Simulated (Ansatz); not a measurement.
A made-up structure of CH₅SSi (charge -1), closed shell:

```xyz
8
angstrom
C -0.8501 0.4412 -1.0521
Si 0.4781 0.3890 0.0863
S 1.0706 -1.4851 1.2715
H -0.8347 -0.1465 -1.9689
H -1.8521 0.6433 -0.6743
H -0.0390 -0.2389 -0.9956
H 1.8611 0.5721 -0.4766
H -0.1883 -1.7980 1.6151
```

It is relaxed with PBE-D4/def2-SVPD and then PBE0-D4/def2-TZVPD (Ansatz 0.2.0). Atoms count as bonded within 1.22 times the sum of their covalent radii (H–H: 0.88 Å). The end point is not checked to be a true minimum.

Problem. Does its bonding change? (A judgement: the text doesn't fix the answer.)

Solution. By the calculation: Yes. Formed: none; broken: Si2–H6.

Where it ends: The first stage lowers the energy by 4.83 eV in 14 steps. It ends as CH₅SSi ([CH3][SiH][SH]), total charge -1:
```xyz
8
angstrom
C -0.7278 0.1315 -1.1316
Si 0.5726 0.5286 0.2652
S 0.7685 -1.5552 1.1703
H -0.7358 0.9599 -1.8534
H -1.7341 0.0610 -0.7045
H -0.5244 -0.7968 -1.6770
H 1.8138 0.3223 -0.6215
H 0.2126 -1.2743 2.3579
```

Labels in which every atom is bracketed show which atoms are joined, not bond orders.

For scale, one of the runs: PBE0-D4/def2-TZVPD relaxation, 171 basis functions, launched by `ansatz run in.yaml --threads 2 --pin off --events-out ev --progress --plain --max-ram 4352MiB`. Hardware: 2 CPU threads of an Arm Neoverse V1, shared host. Wall time about 32 s.
